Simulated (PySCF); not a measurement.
PySCF input (HF/def2-TZVPD):

```python
from pyscf import gto, scf, dft

mol = gto.M(
    atom='''
    Na   -0.00000000   -0.00000000   -1.70764300
    Cl    0.00000000    0.00000000    1.10494547
    ''',
    basis='def2-tzvpd',
    charge=1,
    spin=1,
    symmetry='C2v',
    verbose=4,
)

mf = scf.UHF(mol).density_fit(auxbasis='def2-universal-jkfit')
mf.conv_tol = 1e-9
mf.max_cycle = 100
mf.max_memory = 1500
mf.kernel()
if not mf.converged:
    mf = mf.newton()
    mf.kernel(mf.make_rdm1())
mf.analyze()
```

End of the output:

```
Extra cycle  E= -621.157371240792  delta_E= -2.36e-11  |g|= 2.28e-06  |ddm|= 4.72e-06
converged SCF energy = -621.157371240792  <S^2> = 0.76017774  2S+1 = 2.010152
**** SCF Summaries ****
Total Energy =                        -621.157371240791690
Nuclear Repulsion Energy =              35.183298053568421
One-electron Energy =                 -927.116214801189471
Two-electron Energy =                  270.775545506829303
Two-electron Coulomb Energy =          312.220957363071818
DFT Exchange-Correlation Energy =      -41.445411856242515
HOMO-LUMO gap [eV] =                    12.056790973800513
Wave-function symmetry = B2
alpha occupancy for each irrep:     A1   A2   B1   B2
                                     8    0    3    3
beta  occupancy for each irrep:     A1   A2   B1   B2
                                     8    0    3    2
**** MO energy ****
alpha MO #1 (A1 #1), energy= -105.079425530958 occ= 1
alpha MO #2 (A1 #2), energy= -40.7333018111508 occ= 1
alpha MO #3 (A1 #3), energy= -10.8041596508479 occ= 1
alpha MO #4 (B2 #1), energy= -8.29006410892912 occ= 1
alpha MO #5 (A1 #4), energy= -8.26581386851481 occ= 1
alpha MO #6 (B1 #1), energy= -8.26562026892753 occ= 1
alpha MO #7 (A1 #5), energy= -3.05048405466801 occ= 1
alpha MO #8 (B2 #2), energy= -1.77383958194604 occ= 1
alpha MO #9 (B1 #2), energy= -1.77368020789358 occ= 1
alpha MO #10 (A1 #6), energy= -1.77362579492709 occ= 1
alpha MO #11 (A1 #7), energy= -1.32665561880462 occ= 1
alpha MO #12 (B2 #3), energy= -0.767666073735477 occ= 1
alpha MO #13 (A1 #8), energy= -0.700379169177324 occ= 1
alpha MO #14 (B1 #3), energy= -0.688558995433091 occ= 1
alpha MO #15 (A1 #9), energy= -0.160918848762595 occ= 0
alpha MO #16 (B2 #4), energy= -0.101953424672983 occ= 0
alpha MO #17 (B1 #4), energy= -0.0994251671148376 occ= 0
alpha MO #18 (A1 #10), energy= -0.0858641258639885 occ= 0
alpha MO #19 (A1 #11), energy= -0.0503811728625823 occ= 0
alpha MO #20 (B2 #5), energy= -0.0450475347983321 occ= 0
alpha MO #21 (B1 #5), energy= -0.043792262008127 occ= 0
alpha MO #22 (A1 #12), energy= -0.0321706255214646 occ= 0
alpha MO #23 (B2 #6), energy= -0.0171393432717206 occ= 0
alpha MO #24 (B1 #6), energy= -0.00998446781619222 occ= 0
alpha MO #25 (A1 #13), energy= -0.00726466000465037 occ= 0
alpha MO #26 (A1 #14), energy= 0.0651574351799427 occ= 0
alpha MO #27 (A2 #1), energy= 0.0663073716441603 occ= 0
alpha MO #28 (B2 #7), energy= 0.0715469100552681 occ= 0
alpha MO #29 (B1 #7), energy= 0.0800448843042005 occ= 0
alpha MO #30 (A1 #15), energy= 0.0877221627798558 occ= 0
alpha MO #31 (A1 #16), energy= 0.09903125269632 occ= 0
alpha MO #32 (B2 #8), energy= 0.102636631384971 occ= 0
alpha MO #33 (B1 #8), energy= 0.106554898129462 occ= 0
alpha MO #34 (A2 #2), energy= 0.138158106461358 occ= 0
alpha MO #35 (A1 #17), energy= 0.138746269462025 occ= 0
alpha MO #36 (A1 #18), energy= 0.187476509834777 occ= 0
alpha MO #37 (B2 #9), energy= 0.23457403668799 occ= 0
alpha MO #38 (B1 #9), energy= 0.246817821666546 occ= 0
alpha MO #39 (A1 #19), energy= 0.253612591985931 occ= 0
alpha MO #40 (B2 #10), energy= 0.424390777855212 occ= 0
alpha MO #41 (B1 #10), energy= 0.456171840507807 occ= 0
alpha MO #42 (A1 #20), energy= 0.556931122984196 occ= 0
alpha MO #43 (A2 #3), energy= 0.56184811139297 occ= 0
alpha MO #44 (B2 #11), energy= 0.585820183643696 occ= 0
alpha MO #45 (B1 #11), energy= 0.62490101071505 occ= 0
alpha MO #46 (A1 #21), energy= 0.630690924419643 occ= 0
alpha MO #47 (A1 #22), energy= 0.690355413224538 occ= 0
alpha MO #48 (A1 #23), energy= 0.917429212328173 occ= 0
alpha MO #49 (A2 #4), energy= 0.988497297549985 occ= 0
alpha MO #50 (A1 #24), energy= 0.988498055975981 occ= 0
alpha MO #51 (B2 #12), energy= 1.01353389062997 occ= 0
alpha MO #52 (B1 #12), energy= 1.01475258980408 occ= 0
alpha MO #53 (A1 #25), energy= 1.06330618827189 occ= 0
alpha MO #54 (B2 #13), energy= 1.24985754881562 occ= 0
alpha MO #55 (B1 #13), energy= 1.25091842504437 occ= 0
alpha MO #56 (A1 #26), energy= 1.28568588285077 occ= 0
alpha MO #57 (A1 #27), energy= 2.0047605176465 occ= 0
alpha MO #58 (A2 #5), energy= 2.00823700803221 occ= 0
alpha MO #59 (B2 #14), energy= 2.02187719159875 occ= 0
alpha MO #60 (B1 #14), energy= 2.05884192168076 occ= 0
alpha MO #61 (A1 #28), energy= 2.09079382281644 occ= 0
alpha MO #62 (B2 #15), energy= 2.14216227303296 occ= 0
alpha MO #63 (B1 #15), energy= 2.14710448347358 occ= 0
alpha MO #64 (A1 #29), energy= 2.15069476431585 occ= 0
alpha MO #65 (A2 #6), energy= 2.16550736752239 occ= 0
alpha MO #66 (B2 #16), energy= 2.17446552717306 occ= 0
alpha MO #67 (B1 #16), energy= 2.21496442894295 occ= 0
alpha MO #68 (A1 #30), energy= 2.21702284140066 occ= 0
alpha MO #69 (B2 #17), energy= 2.36097575541698 occ= 0
alpha MO #70 (B1 #17), energy= 2.41528140169739 occ= 0
alpha MO #71 (A1 #31), energy= 2.58954784030066 occ= 0
alpha MO #72 (A1 #32), energy= 3.74473756010448 occ= 0
alpha MO #73 (A1 #33), energy= 5.92449380216761 occ= 0
alpha MO #74 (A2 #7), energy= 5.92449397128869 occ= 0
alpha MO #75 (B2 #18), energy= 5.93593557451488 occ= 0
alpha MO #76 (B1 #18), energy= 5.93617331020522 occ= 0
alpha MO #77 (A1 #34), energy= 5.95275947949764 occ= 0
alpha MO #78 (B2 #19), energy= 11.2577426607654 occ= 0
alpha MO #79 (B1 #19), energy= 11.296402467394 occ= 0
alpha MO #80 (A1 #35), energy= 11.4272783416745 occ= 0
alpha MO #81 (A1 #36), energy= 25.2053191761752 occ= 0
beta  MO #1 (A1 #1), energy= -105.066977460011 occ= 1
beta  MO #2 (A1 #2), energy= -40.733333279517 occ= 1
beta  MO #3 (A1 #3), energy= -10.7927385348048 occ= 1
beta  MO #4 (A1 #4), energy= -8.25932217548079 occ= 1
beta  MO #5 (B1 #1), energy= -8.25922074622925 occ= 1
beta  MO #6 (B2 #1), energy= -8.23933457516797 occ= 1
beta  MO #7 (A1 #5), energy= -3.05055626807892 occ= 1
beta  MO #8 (B2 #2), energy= -1.77383208265821 occ= 1
beta  MO #9 (A1 #6), energy= -1.77376997224931 occ= 1
beta  MO #10 (B1 #2), energy= -1.77371381628049 occ= 1
beta  MO #11 (A1 #7), energy= -1.20464290171551 occ= 1
beta  MO #12 (A1 #8), energy= -0.678299437643268 occ= 1
beta  MO #13 (B1 #3), energy= -0.666102847947032 occ= 1
beta  MO #14 (B2 #3), energy= -0.223023948366579 occ= 0
beta  MO #15 (A1 #9), energy= -0.160288421424898 occ= 0
beta  MO #16 (B1 #4), energy= -0.0993401628433119 occ= 0
beta  MO #17 (B2 #4), energy= -0.0972684875829177 occ= 0
beta  MO #18 (A1 #10), energy= -0.0844660818445995 occ= 0
beta  MO #19 (A1 #11), energy= -0.0501634545737485 occ= 0
beta  MO #20 (B2 #5), energy= -0.0445558020280803 occ= 0
beta  MO #21 (B1 #5), energy= -0.0438365857910963 occ= 0
[...]
```
